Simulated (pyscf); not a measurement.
A first-order saddle from PySCF, ωB97X-D3(BJ)/def2-SVP:

```xyz
17

F      0.1308    -3.1044     0.2328
Si     0.1601    -1.4306     0.2206
Si    -1.9017    -1.1064     1.2382
Si     0.2314    -0.6885    -1.9878
Si     2.0043    -0.7261     1.4625
H     -2.6477    -1.4496    -0.4247
H     -1.6495    -1.2542     2.7200
H     -2.6112     0.2009     1.1643
H     -0.7459    -1.4389    -2.8251
H     -0.1249     0.7621    -1.9754
H      1.5999    -0.8420    -2.5647
H      1.9409    -1.2594     2.8540
H      1.9652     0.7670     1.5067
H      3.2811    -1.1588     0.8231
O     -2.6074    -2.8519     1.1614
H     -2.7765    -2.4304     0.1130
H     -1.8748    -3.4967     1.1644
```
Charge 0, spin multiplicity 1.

Surface: singlet, charge 0. Lowest wavenumbers (cm⁻¹): 1311i, 34, 65, 77, 93.

### Question
What reaction is this the transition state of?

### Answer
F–Si(SiH₃)(SiH₃)–SiH₃ + water (H₂O) ⇌ HO–SiH₂–Si(F)(SiH₃)–SiH₃ + hydrogen (H₂), a four-centre exchange read from left to right: H–Si, H–O broken and O–Si, H–H formed. At ωB97M-D3(BJ)/def2-TZVP it lies +36.5 kcal/mol from the left side and +50.0 kcal/mol from the right (each side as separated species at their lowest minima found). On the reactant side the descent ends in a complex (not fully relaxed), 5.5 kcal/mol under the separated species and 42.8 kcal/mol under the saddle at ωB97X-D3(BJ)/def2-TZVP. At the saddle there is also a short H–Si contact that neither side keeps. One saddle was located; it need not be the lowest between these sides.
